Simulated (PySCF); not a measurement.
**Name the molecule from its bond curve**

A diatomic of charge 0 contains N. Its doublet curve at PW91 in a double-zeta basis (no relativity, PySCF), in eV from the separated fragments:

```json
{"R (Å)": "1.357", "E (eV)": "-3.221"}
{"R (Å)": "1.420", "E (eV)": "-4.238"}
{"R (Å)": "1.483", "E (eV)": "-4.823"}
{"R (Å)": "1.531", "E (eV)": "-5.048"}
{"R (Å)": "1.578", "E (eV)": "-5.133"}
{"R (Å)": "1.625", "E (eV)": "-5.110"}
{"R (Å)": "1.688", "E (eV)": "-4.953"}
{"R (Å)": "1.767", "E (eV)": "-4.617"}
{"R (Å)": "1.862", "E (eV)": "-4.098"}
{"R (Å)": "1.988", "E (eV)": "-3.343"}
```

The fit gives ωe = 1148 cm⁻¹ and the rotational constant Bₑ = 0.7146 cm⁻¹.

Q: Which atom is the partner?

A: The minimum lies at 1.590 Å, so the reduced mass is 16.8576 u Å² cm⁻¹/(Bₑ·Re²) = 9.331 u. With N at 14.00 u the partner weighs about 28.0 u: Si. The molecule is SiN.

The state was picked by a PBE0 search and need not be the measured ground state.
